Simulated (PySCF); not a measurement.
Mayer bond orders and bond lengths

Species: 5-methylthiazole, C4H5NS.
Atom-mapped SMILES: `[CH3:1][c:2]1[cH:3][n:4][cH:5][s:6]1` (hydrogens: H7, H8, H9 on C1; H10 on C3; H11 on C5)

Cartesian coordinates in Å at the PBE0-D3(BJ)/def2-SVP level; atoms count from 1:
```xyz
11
C4H5NS angstrom
C     -1.759   -0.189    0.159
C     -0.276   -0.108    0.043
C      0.502    0.966   -0.308
N      1.851    0.762   -0.327
C      2.134   -0.457    0.005
S      0.763   -1.452    0.367
H     -2.076   -0.435    1.185
H     -2.183   -0.952   -0.512
H     -2.203    0.780   -0.109
H      0.098    1.947   -0.566
H      3.147   -0.863    0.063
```

Bond orders from the PBE0/pcSseg-1 density (PySCF). Isolated species at its PBE0-D3(BJ)/def2-SVP geometry, gas phase.

(1) Where do the orders between heavy atoms depart from those drawn in the SMILES?

(2) Set the Mayer orders of the bonds beside their lengths.

Answers

(1) The largest departure is 0.374, at C5–S6 (drawn aromatic, 1.126), counting aromatic bonds as 1.5. The bonds drawn aromatic range from 1.13 to 1.67.

(2) 
| bond | drawn as | length (Å) | Mayer order |
| --- | --- | --- | --- |
| C1–C2 | single | 1.489 | 1.038 |
| C2–C3 | aromatic | 1.372 | 1.539 |
| C3–N4 | aromatic | 1.364 | 1.295 |
| N4–C5 | aromatic | 1.295 | 1.669 |
| C5–S6 | aromatic | 1.733 | 1.126 |
| S6–C2 | aromatic | 1.730 | 1.178 |
| C1–H7 | single | 1.101 | 0.946 |
| C1–H8 | single | 1.101 | 0.946 |
| C1–H9 | single | 1.099 | 0.957 |
| C3–H10 | single | 1.092 | 0.978 |
| C5–H11 | single | 1.093 | 0.946 |

By pair of heavy elements: C–C: lowest C1–C2 (1.038, 1.489 Å), highest C2–C3 (1.539, 1.372 Å). C–N: lowest C3–N4 (1.295, 1.364 Å), highest N4–C5 (1.669, 1.295 Å). C–S: lowest C5–S6 (1.126, 1.733 Å), highest S6–C2 (1.178, 1.730 Å).

**Question.** Sum the orders of all bonds at each heavy atom with more than one neighbour and set the sums beside the valence in the SMILES.

**Answer.** C1 3.887 (drawn 4), C2 3.755 (drawn 4), C3 3.812 (drawn 4), N4 2.964 (drawn 3), C5 3.741 (drawn 4), S6 2.304 (drawn 2). Orders between atoms that aren't bonded are not in these sums.

For a closed shell the Mayer order of atoms A and B is Σ (PS)μν (PS)νμ over the basis functions μ on A and ν on B, with P the density and S the overlap matrix.

The run behind these numbers computed NMR shieldings as well. Hardware: one thread, Arm Neoverse V1 (aarch64), no GPU, shared host with 32 logical CPUs at a one-minute load of 29. Cost: 12 s wall, 0.69 GiB resident at most.
